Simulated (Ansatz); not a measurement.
Cost and result for the atomization energy of `[AlH2][CH2][AlH2]` (9 atoms, 8 bonds).

```
atom    x (Å)    y (Å)    z (Å)
 Al1  -1.6725   0.1475   0.1664
  C2   0.1521   0.6458  -0.2474
 Al3   1.5511  -0.6633   0.0314
  H4  -2.5847  -0.5286  -0.9449
  H5  -2.2511   0.3852   1.6268
  H6   0.1769   0.9213  -1.3095
  H7   0.3969   1.5158   0.3751
  H8   1.9486  -1.6645  -1.1363
  H9   2.2827  -0.7592   1.4383
```

The species carries charge 0 and has multiplicity 1. All single points use the PBE0-D4/def2-TZVP geometry. Program: Ansatz. All runs use 2 threads of an Arm Neoverse V2 on a shared host. Times are those of one run each, without the atoms' runs, and a repeat can differ threefold. Electronic energies, without spin–orbit coupling; frozen cores. CCSD(T)/CBS adds CCSD(T) − MP2 in def2-TZVPP to the MP2 limit, and its time is that of the two runs behind it. T1 = 0.010. B3LYP takes the VWN-RPA correlation (the form of Gaussian; ORCA's B3LYP/G). HSE06 is the plane-wave form, built on full-range PBE exchange.

CCSD(T)/CBS is a level of theory with its own doubt, some kJ/mol a heavy atom from the limit and from the frozen cores, so smaller differences don't rank the functionals.

| level | functions | wall time |
| --- | --- | --- |
| LDA (SPW92)/def2-TZVPP | 199 | 1.1 s |
| CCSD(T)/def2-SVP | 80 | 1.1 s |
| revPBE-D4/def2-TZVPP | 199 | 1.8 s |
| PBE-D4/def2-TZVPP (with forces) | 199 | 2.1 s |
| HSE06-D4/def2-TZVPP | 199 | 2.5 s |
| B3LYP-D4/def2-TZVPP (with forces) | 199 | 3.5 s |
| r2SCANh-D4/def2-TZVPP | 199 | 3.7 s |
| B2PLYP/def2-TZVPP | 199 | 3.9 s |
| PBE-QIDH/def2-TZVPP | 199 | 4.2 s |
| r2SCAN-D4/def2-TZVPP (with forces) | 199 | 4.4 s |
| MP2/def2-QZVPP | 377 | 13 s |
| CCSD(T)/def2-TZVPP | 199 | 25 s |
| CCSD(T)/CBS(def2) | – | 38 s |

Problem. What atomization energy does each give, and how far from CCSD(T)/CBS? (Estimate.)

Solution. Computed: 
```json
{"level": "LDA (SPW92)/def2-TZVPP", "atomization (kJ/mol)": "2867.4", "difference from CCSD(T)/CBS": "243.9", "per bond": "30.5"}
{"level": "CCSD(T)/def2-SVP", "atomization (kJ/mol)": "2492.6", "difference from CCSD(T)/CBS": "-130.9", "per bond": "-16.4"}
{"level": "revPBE-D4/def2-TZVPP", "atomization (kJ/mol)": "2551.5", "difference from CCSD(T)/CBS": "-72.0", "per bond": "-9.0"}
{"level": "PBE-D4/def2-TZVPP (with forces)", "atomization (kJ/mol)": "2587.9", "difference from CCSD(T)/CBS": "-35.6", "per bond": "-4.4"}
{"level": "HSE06-D4/def2-TZVPP", "atomization (kJ/mol)": "2584.5", "difference from CCSD(T)/CBS": "-39.0", "per bond": "-4.9"}
{"level": "B3LYP-D4/def2-TZVPP (with forces)", "atomization (kJ/mol)": "2610.9", "difference from CCSD(T)/CBS": "-12.6", "per bond": "-1.6"}
{"level": "r2SCANh-D4/def2-TZVPP", "atomization (kJ/mol)": "2615.5", "difference from CCSD(T)/CBS": "-8.0", "per bond": "-1.0"}
{"level": "B2PLYP/def2-TZVPP", "atomization (kJ/mol)": "2582.0", "difference from CCSD(T)/CBS": "-41.5", "per bond": "-5.2"}
{"level": "PBE-QIDH/def2-TZVPP", "atomization (kJ/mol)": "2588.0", "difference from CCSD(T)/CBS": "-35.5", "per bond": "-4.4"}
{"level": "r2SCAN-D4/def2-TZVPP (with forces)", "atomization (kJ/mol)": "2623.2", "difference from CCSD(T)/CBS": "-0.3", "per bond": "0.0"}
{"level": "MP2/def2-QZVPP", "atomization (kJ/mol)": "2594.0", "difference from CCSD(T)/CBS": "-29.5", "per bond": "-3.7"}
{"level": "CCSD(T)/def2-TZVPP", "atomization (kJ/mol)": "2563.4", "difference from CCSD(T)/CBS": "-60.1", "per bond": "-7.5"}
{"level": "CCSD(T)/CBS(def2)", "atomization (kJ/mol)": "2623.5", "difference from CCSD(T)/CBS": "0.0", "per bond": "0.0"}
```

Leaving LDA and LC-ωPBE aside and taking each functional with its dispersion term where it has one, the values, not all of them listed here, spread over 125.2 kJ/mol, from revPBE-D4 to B97M-V. LDA lies +294.2 kJ/mol from PBE without D4, its usual overbinding. From r2SCAN to r2SCAN0 (25 % exact exchange), in def2-TZVPP and without D4, the atomization energy moves by −19.0 kJ/mol: exact exchange takes away binding that semilocal exchange gives to molecules. At CCSD(T), def2-SVP lies −130.9 kJ/mol from the extrapolated value and def2-TZVPP −60.1 kJ/mol: correlation converges slowly with the basis, and small sets miss more of it in the bonded molecule than in its fragments.
